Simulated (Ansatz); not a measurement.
```yaml
crystal:
  periodic: [false, false, false]
  atoms:
    - {symbol: Y, position_ang: [-0.810896, -0.086961, -0.153829]}
    - {symbol: Si, position_ang: [2.265309, 0.259470, 0.458060]}
    - {symbol: H, position_ang: [2.523608, -1.197819, 0.344253]}
    - {symbol: H, position_ang: [3.349839, 0.762881, 1.326896]}
    - {symbol: H, position_ang: [2.530873, 0.875465, -0.866095]}
basis:
  gaussian: {orbitals: def2-TZVP}
magnetization: {spin_polarized: true, initial_magnetization: 2}
hamiltonian: {xc: pbe0}
relax: {f_tol: 0.004, max_steps: 80}
```

```sh
$ ansatz run in.yaml --threads 1 --pin off --events-out ev --progress --plain --max-ram 2176MiB
```

Steps of the relaxation (energy above the last step; positions in Å, forces in eV/Å):

```
5
step 1, 381.8 meV
Y    -0.811   -0.087   -0.154    0.931    0.222    0.386
Si    2.265    0.259    0.458   -1.477   -0.050   -0.095
H     2.524   -1.198    0.344    0.282   -0.330   -0.225
H     3.350    0.763    1.327   -0.019    0.193    0.330
H     2.531    0.875   -0.866    0.283   -0.035   -0.397
```

```
5
step 2, 88.1 meV
Y    -0.692   -0.017   -0.034    0.286    0.092    0.159
Si    2.185    0.230    0.408   -0.211   -0.116   -0.200
H     2.595   -1.213    0.265    0.063   -0.019    0.008
H     3.168    0.799    1.388   -0.200    0.027    0.044
H     2.602    0.814   -0.918    0.063    0.016   -0.012
```

```
5
step 3, 39.6 meV
Y    -0.628    0.043    0.069   -0.337    0.011    0.017
Si    2.169    0.186    0.332    0.460   -0.017   -0.027
H     2.656   -1.244    0.240    0.014    0.129    0.038
H     2.998    0.822    1.425   -0.150   -0.092   -0.159
H     2.664    0.806   -0.957    0.013   -0.030    0.131
```

```
5
step 8, 0.0 meV
Y    -0.716    0.114    0.191    0.001    0.000    0.000
Si    2.183    0.128    0.232   -0.001   -0.001   -0.001
H     2.787   -1.247    0.236    0.000    0.000    0.000
H     2.811    0.814    1.411    0.000    0.001    0.001
H     2.794    0.804   -0.961    0.000    0.000    0.000
```

Close pairs at the end: Si2–H4 1.502 Å, Si2–H5 1.502 Å, Si2–H3 1.502 Å, Y1–Si2 2.900 Å.

A stationary point of unrestricted PBE0 after 8 steps, with ⟨S²⟩ = 2.001 against 2.00 for a pure state; no frequencies were run, so it isn't proven a minimum. 2.9 min on 1 thread of Arm Neoverse V2, shared host.
